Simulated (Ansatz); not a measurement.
Results of revPBE in Ansatz (PAW) for zinc-blende CdTe.

Total energies, extrapolated to zero smearing (they compare only within this program, potentials and cutoff; free atoms with spin allowed, lowest state found):

```json
[
 {"system": "zinc-blende CdTe, relaxed", "energy (eV/atom)": "-7623.7988"},
 {"system": "free Cd atom", "energy (eV/atom)": "-8259.9006"},
 {"system": "free Te atom", "energy (eV/atom)": "-6984.2244"}
]
```

Problem. Work out the cohesive energy per atom.

Solution. E_coh = [1 × (-8259.9006) + 1 × (-6984.2244)]/2 − (-7623.7988) = 1.74 eV/atom. The reference value is 2.23 eV/atom (measured, zero-point energy (9/8 kB θD) added and atomic spin-orbit splittings removed, spin-orbit-averaged atoms, our sources range from 2.09 to 2.23; as tabulated in Albrecht et al. (1997), arXiv:cond-mat/9706128), not set against a level without spin–orbit coupling.

Spin–orbit coupling is left out; its size isn't shown.

The PAW data were made under PBE.

Note: the cell is over a tenth larger than the published one: the level's own overestimate first of all, though another phase or state, or a fault of the published cell, is possible.

Ansatz is an electronic-structure program.
